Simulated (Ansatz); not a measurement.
# BHS (quintet): wave-function methods side by side, def2-QZVPP

One table from this session's results is given with a row withheld; the runs are named, their logs left out.

Program: Ansatz 0.2.0, Gaussian basis. Level of theory: def2-QZVPP, core rule «outside noble gas», up to 6 orbitals frozen. These are calculated values, not measurements.

Plan: UHF; ROHF; CCSD(T) on UHF.

2 further runs of the same task are left out: 2 set aside as unsound or not needed.

**The system**

The geometry is a PBE0/def2-TZVP stationary point (not a proven minimum) of the parent state, kept for this charge and spin.

3 atoms, charge 0, spin multiplicity 5.

Atoms are counted from 1 here; the program's logs count them from 0.

Bond lengths: B1–S2 1.769 Å, B1–H3 1.201 Å. Angles: S2–B1–H3 116.3°.

Set-up of the first run:

File in.yaml:

```yaml
crystal:
  periodic: [false, false, false]
  atoms:
    - {symbol: B, position_ang: [0.000000, -0.194210, 1.266050]}
    - {symbol: S, position_ang: [0.000000, 0.040248, -0.487697]}
    - {symbol: H, position_ang: [0.000000, 0.802670, 1.935360]}
basis:
  gaussian: {orbitals: "def2-QZVPP.json"}
magnetization: {spin_polarized: true, initial_magnetization: 4}
hamiltonian: {xc: hf}
output: {orbitals: {seedname: orbitals}}
```

The run is started by

```
$ ansatz run in.yaml --threads 1 --pin off --events-out ev --progress --plain --max-ram 2393MiB
```

Steps of the session up to this table: UHF; ROHF; CCSD(T) on UHF.

One table of the session follows, with a row left open; its other results are not shown here.

```
  method  from UCCSD(T) (kJ/mol)
    ROHF                  +677.5
     UHF                  +655.4
    UMP2                       ?
   UCCSD                   +27.2
UCCSD(T)                       0
```

**Question.** Estimate the row for UMP2.

The run gave: from UCCSD(T) (kJ/mol): +112.8. In the column «from UCCSD(T) (kJ/mol)» it lies between UCCSD (+27.2) and UHF (+655.4).
